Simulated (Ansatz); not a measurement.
## Relative stability

Two isomers of AlSiH₃Cl, doublet, relaxed at PBE0-D4/def2-TZVP (vibrations not checked).

A:

```xyz
6
angstrom
Si -0.8060 0.6291 -0.3267
Al 1.4044 -0.1969 0.4790
Cl 1.8112 -2.2073 -0.0599
H -0.7609 0.7786 -1.8090
H -1.8925 -0.3263 0.0279
H -1.1235 1.9555 0.2685
```

B:

| atom | x (Å) | y (Å) | z (Å) |
| --- | --- | --- | --- |
| Si1 | -0.6882 | -0.0354 | -0.9969 |
| Al2 | 0.7121 | -0.1322 | 0.9076 |
| Cl3 | 0.7255 | 1.5547 | 2.1595 |
| H4 | -0.8187 | -1.1362 | -1.9847 |
| H5 | -1.5448 | 1.1197 | -1.3602 |
| H6 | 1.6140 | -1.3706 | 1.2746 |

Computed with Ansatz 0.2.0 (basis: def2-TZVPP); correlated methods freeze the cores; orbitals are unrestricted. B3LYP uses VWN-RPA correlation.

Problem. Which structure is lower at CCSD(T), and by how much? (Judge from chemistry; the value comes from the calculation.)

Solution. By the calculation: A, by 8.3 kJ/mol (electronic energy, against the other). By their contacts, A is AlSiH₃Cl ([SiH3][Al][Cl]) and B is AlSiH₃Cl ([SiH2][AlH][Cl]).

All methods give the same order:

```tsv
method	E(B) − E(A) (kJ/mol)
PBE-D4	17.3
r2SCAN-D4	8.7
PBE0-D4	14.1
B3LYP-D4	15.1
wB97M-V	9.8
HF	11.1
MP2	10.1
CCSD	7.4
CCSD(T)	8.3
```

T1 diagnostic: at most 0.016. ⟨S²⟩ of the unrestricted Hartree–Fock references: 0.76 to 0.77 (a pure state has 0.75).

Labels in which every atom is bracketed show which atoms are joined, not bond orders.
